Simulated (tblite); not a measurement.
Species: PF4 (charge +1).
Numbering: `[F:1][P+:2]([F:3])([F:4])[F:5]`

Geometry (GFN2-xTB, Å), atoms numbered from 1 in this order:
```xyz
5
PF4 angstrom
F     -1.205   -0.027   -0.900
P      0.002    0.001   -0.003
F      1.240   -0.246   -0.821
F      0.101    1.345    0.663
F     -0.129   -1.070    1.045
```

The geometry is computed with GFN2-xTB (gas phase).

Take the most abundant isotopes and a rigid rotor. 

Problem. Give the principal moments of inertia and the rotational constants in cm⁻¹.

Solution. Ia = 114.56, Ib = 114.57, Ic = 114.59 u·Å²; 505379 MHz·u·Å²/I gives 4412, 4411 and 4410 MHz, that is A = 0.14716, B = 0.14714, C = 0.14712 cm⁻¹.

Problem. What kind of rotor is it?

Solution. A spherical top, as the point group Td requires three equal moments; the computed ones differ by 0.03 % because the geometry is symmetric only within the optimiser's tolerance.

Problem. Estimate the classical rotational partition function at 50 K, 100 K and 200 K.

Solution. Point group Td, symmetry number σ = 12; q = (√π/σ)·√((kT/h)³/(ABC)), k/h = 20836.6 MHz/K: 536 at 50 K, 1520 at 100 K, 4290 at 200 K.

Its GFN2-xTB frequencies are all real (lowest 243 cm⁻¹). Zero-point vibration and centrifugal distortion are left out.
